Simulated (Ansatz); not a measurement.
**How far each method lies from UCCSDT(Q) for Ge–AsH2, doublet**

Geometry: that of the Ge–AsH2, quartet, kept fixed.

| atom | x (Å) | y (Å) | z (Å) |
| --- | --- | --- | --- |
| Ge | 0.0238 | 0.0000 | 1.3085 |
| As | -0.0491 | 0.0000 | -1.2267 |
| H | 0.9651 | 1.0935 | -1.5596 |
| H | 0.9651 | -1.0935 | -1.5596 |

Basis cc-pVTZ; Ansatz 0.2.0. Only valence electrons are correlated (noble-gas cores and the filled d shells of p-block atoms frozen), which leaves 11 electrons in 86 orbitals. R marks a restricted (for open shells ROHF) determinant, U an unrestricted one. Active spaces: valence = (11e, 10o) chosen from the atoms' valence shells. No spin–orbit coupling is included, and no scalar relativity.

Full CI isn't at hand for all of this; UCCSDT(Q) serves as the reference, and is uncertain by about the last step of the cluster series. The frozen core follows each run's orbitals, which can shift R against U totals by a few meV for light atoms and by up to 0.1 eV past Ca.

```
UHF ⟨S²⟩                          : 0.782
T1 diagnostic (RCCSD)             : 0.0232
largest doubles amplitude (RCCSD) : 0.060
T1 diagnostic (UCCSD)             : 0.0239
```

```csv
level,E − E(UCCSDT(Q)) (kJ/mol),wall time
UHF,682.9,–
UMP2,128.4,–
UCCSD,33.6,–
UCCSD(T),5.4,19 s (H100)
UCCSDT,1.7,–
```

Run but not shown, since their state, orbitals or frozen core can't be matched to the reference's or they repeat it: RHF, RMP2, RCCSD, RCCSD(T), BCCD(T), RCCSDT, RCCSDT(Q), CASSCF (valence space), NEVPT2 (valence space), MRCISD (valence space), MRCISD+Q (valence space).

Times hold each run's SCF and search for its determinant on a shared host, so for small cases they say little of a method's own cost.

Natural occupations of CASSCF (valence space) about the gap: 1.972 1.968 1.966 1.937 1.001 0.060 0.042 0.034 0.028; effectively unpaired electrons, Σ n²(2−n)², 1.05.
